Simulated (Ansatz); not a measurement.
Mulliken charges of C2H5Al, SMILES `[CH2]1[CH2][AlH]1` from ωB97M-V/def2-TZVPP in Ansatz (PBE0-D4/def2-TZVP geometry).

```
atom   x (Å)   y (Å)   z (Å)  charge (e)
  C1  -0.720   0.215  -0.472      -0.331
  C2   0.762   0.479   0.021      -0.331
 Al3  -0.018  -1.127   0.684       0.378
  H4  -0.824   0.059  -1.544       0.086
  H5  -1.451   0.947  -0.130       0.085
  H6   0.885   1.363   0.644       0.086
  H7   1.512   0.474  -0.769       0.085
  H8  -0.054  -2.467   1.510      -0.058
```

**Question.** By hand: the dipole of these point charges (1 e Å = 4.8032 D).

**Answer.** Σ q r = (-0.007, -0.270, 0.166) e Å, of length 0.317 e Å = 1.52 D.

**Question.** How does the dipole of the full density compare? (Best estimate.)

**Answer.** Computed: (-0.004, -0.165, 0.102) e Å, 0.93 D; the point charges give 1.63 times that, at 0° from its direction.

Point charges leave out the atoms' own dipoles, such as those of lone pairs, and Mulliken's split depends on the basis, so the two needn't agree.
